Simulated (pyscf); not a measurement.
Structures and frequencies: ωB97X-D3(BJ)/def2-SVP in PySCF.

Problem. H₃Sn–O–SnH₃ + ammonia (NH₃) → H₂N–SnH₃ + HO–SnH₃
Surface: singlet. Broken: O–Sn, H–N. Formed: N–Sn, H–O. Give ΔE‡ and ΔE from ωB97M-D3(BJ)/def2-TZVP, relative to the separated reactants.

Solution. ΔE‡ = 14.5 kcal/mol, ΔE = +8.1 kcal/mol. Zero-point energy shifts the barrier by -0.4 kcal/mol. It is a four-centre exchange, with an imaginary mode of 1002i cm⁻¹. On the reactant side the descent ends in a complex (not fully relaxed), 8.0 kcal/mol under the separated species and 21.9 kcal/mol under the saddle at ωB97X-D3(BJ)/def2-TZVP. On the product side the descent ends in a bound adduct (not fully relaxed), 9.2 kcal/mol under the separated species and 13.3 kcal/mol under the saddle at ωB97X-D3(BJ)/def2-TZVP. H₃Sn–O–SnH₃ lies 9.1 kcal/mol over its isomer HO–SnH₂–SnH₃, and others may lie lower still (electronic energy, ωB97M-D3(BJ)). One saddle was located; it need not be the lowest between these sides. Elements past Kr carry the def2 core potentials, without spin-orbit coupling.
